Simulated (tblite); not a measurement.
Species: phosphaethyne, CHP.
Bonds: C1–P2 (triple). Hydrogens: H3 on C1.

Computed with GFN2-xTB (tblite), gas phase: L-BFGS steps from a force-field or distance-geometry start until the largest atomic force falls under 0.01 eV/Å.

Step 0: E = -138.2103 eV
```
atom  x, y, z in Å  |  force x, y, z in eV/Å
C1     -0.1501    0.0879   -0.0026   -1.148   0.076   0.002
P2      1.3841   -0.0512   -0.0115    0.476  -0.035  -0.001
H3     -1.2224    0.1727    0.0016    0.671  -0.041  -0.001
```

Q: Estimate the geometry and energy of step 1. (The exact step hangs on the optimiser's Hessian estimate; all steps are aligned on step 0, rigid shifts and turns removed.)

A: E = -138.2072 eV, largest force 1.454 eV/Å
```
atom  x, y, z in Å  |  force x, y, z in eV/Å
C1     -0.1665    0.0890   -0.0026    1.447  -0.146  -0.011
P2      1.3909   -0.0517   -0.0115   -1.225   0.118   0.008
H3     -1.2129    0.1721    0.0016   -0.222   0.028   0.003
```

The energy changes by +0.0030 eV. The first-order estimate −F·Δx gives -0.0286 eV and the mean of the old and new forces, exact on a quadratic surface, +0.0029 eV. The step makes an angle of 0° with the force vector and moves no atom by more than 0.016 Å. The energy falls at the start of this step and ends higher, so the step passed the lowest point of its straight line.

Hardware: x86-64 server, one thread (shared host).
